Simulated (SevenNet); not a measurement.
**fcc Rh**

Method: the machine-learned potential SevenNet-l3i5 (trained on PBE and PBE+U data).

Cell: relaxed at this level.

For fcc Rh, the lattice constant a comes out as 3.848 Å and the volume per atom is 14.24 Å³/atom.

Measured, for comparison: lattice constant a 3.794 Å, equilibrium volume per atom 13.65 Å³/atom (static lattice: zero-point anharmonic expansion removed; as tabulated in Mejia-Rodriguez and Trickey (2018), arXiv:1807.09216). Computed (rounded) less measured: lattice constant a +1.4 %, equilibrium volume per atom +4.3 %.

A machine-learned potential is trained on density-functional data: it inherits that level's misses and adds fitting errors of its own.
